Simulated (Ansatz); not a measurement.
Graphite was calculated with LDA (plane waves, PAW; Ansatz, an electronic-structure program).

Rigid layers of the crystal as relaxed at this level are moved apart or together:

```json
[
 {"run": "1", "k mesh": "18×18×6", "layer repeat (Å)": "3.055", "energy against free layers (meV/Å²)": "-6.50", "gap on the mesh (eV)": "0.000"},
 {"run": "2", "k mesh": "18×18×6", "layer repeat (Å)": "3.205", "energy against free layers (meV/Å²)": "-9.08", "gap on the mesh (eV)": "0.000"},
 {"run": "3", "k mesh": "18×18×6", "layer repeat (Å)": "3.355", "energy against free layers (meV/Å²)": "-9.53", "gap on the mesh (eV)": "0.000"},
 {"run": "4", "k mesh": "18×18×6", "layer repeat (Å)": "3.555", "energy against free layers (meV/Å²)": "-8.49", "gap on the mesh (eV)": "0.000"},
 {"run": "5", "k mesh": "18×18×6", "layer repeat (Å)": "3.855", "energy against free layers (meV/Å²)": "-5.92", "gap on the mesh (eV)": "0.000"},
 {"run": "6", "k mesh": "18×18×4", "layer repeat (Å)": "4.355", "energy against free layers (meV/Å²)": "-2.54", "gap on the mesh (eV)": "0.000"},
 {"run": "7", "k mesh": "18×18×4", "layer repeat (Å)": "5.355", "energy against free layers (meV/Å²)": "-0.32", "gap on the mesh (eV)": "0.000"},
 {"run": "8", "k mesh": "18×18×4", "layer repeat (Å)": "7.355", "energy against free layers (meV/Å²)": "0.00", "gap on the mesh (eV)": "0.000"}
]
```

The lowest energy of these points lies at a layer repeat of 3.35 Å.

Note: the cell comes from a level without a dispersion term, which matters for the spacing of layers, chains or molecules.
